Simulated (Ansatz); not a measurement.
Al (fcc, Cu type): values from a third-order Birch-Murnaghan fit to a volume scan beside measured ones. Computed values: r2SCAN (plane waves to 500 eV, PAW, scalar-relativistic; Ansatz, a quantum-chemistry and plane-wave program). Al was relaxed with its symmetry unable to fall.

| quantity | reference | kind |
|---|---|---|
| Lattice constant a (Å) | 4.018 | measured, corrected to the static lattice |
| Bulk modulus B₀ (GPa) | 80.8 | measured, corrected to the static lattice |

References as given in: Daniel Mejia-Rodriguez, S. B. Trickey, Physical Review B (2018), arXiv:1807.09216; H. Levämäki, M. P. J. Punkkinen, K. Kokko et al., Physical Review B (2014), arXiv:1402.3671.

Question: What does r2SCAN give, and how far is that from the reference?

Answer: 
```csv
quantity,r2SCAN,difference
Lattice constant a (Å),3.994,-0.6 %
Bulk modulus B₀ (GPa),91.3,+13.1 %
```

r2SCAN underestimates the lattice constant a by 0.6 %. r2SCAN overestimates the bulk modulus B₀ by 13.1 %.

(Under strain, the slope of the energy per volume gives the stress and its curvature an elastic modulus.)
